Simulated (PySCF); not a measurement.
## Zinc-blende AlP: smallest direct gap on the k points sampled by level of theory

No measured value is used here.

```csv
level (code),value (eV)
PBE (PySCF),3.27 ± 0.02
PBE0 (PySCF),(withheld)
Hartree–Fock (PySCF),10.58 ± 0.2
evGW@PBE (PySCF),4.57 ± 0.1
G0W0@Hartree–Fock (PySCF),5.93 ± 0.1
G0W0@PBE (PySCF),(withheld)
G0W0@PBE0 (PySCF),4.76 ± 0.10
```

Complete the blanks.


- PBE0 (PySCF), value (eV): 4.98 ± 0.06
- G0W0@PBE (PySCF), value (eV): 4.23 ± 0.09

At these levels the smallest gap is indirect and lower: PBE 1.59, PBE0 3.05, Hartree–Fock 8.06, evGW@PBE 2.86, G0W0@Hartree–Fock 3.96, G0W0@PBE 2.53, G0W0@PBE0 2.98 eV. Computed values are for a static lattice.  A ± on a computed value is a rough bar: the spread of its extrapolation, a floor set from checks against published values, or a statistical error. Values are at the measured cell.
